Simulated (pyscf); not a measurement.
Thermochemistry of product channels of `[Cl][SiH2][Cl]` + `[NH3]` on the singlet surface, in kcal/mol, from ωB97M-D3(BJ)/def2-TZVP energies (ideal gas, 1 atm, RRHO with modes under 100 cm⁻¹ raised to 100, one conformer, R ln 2 for chiral ones without a mode under 150 cm⁻¹). Single points on ωB97X-D3(BJ)/def2-SVP structures (PySCF, gas phase).

```csv
products,ΔE,ΔH(298 K),ΔG(900 K),ΔG(1200 K)
`[ClH]` + `[NH2][SiH2][Cl]`,(withheld),+6.0,+4.9,+4.0
`[NH2][SiH]([Cl])[Cl]` + `[H][H]`,-11.7,-15.1,-12.9,-13.1
```

**Question.** What belongs in the gaps?

**Answer.** 
- `[ClH]` + `[NH2][SiH2][Cl]`, ΔE: +7.8

These are energies of the channels, which say nothing of barriers.
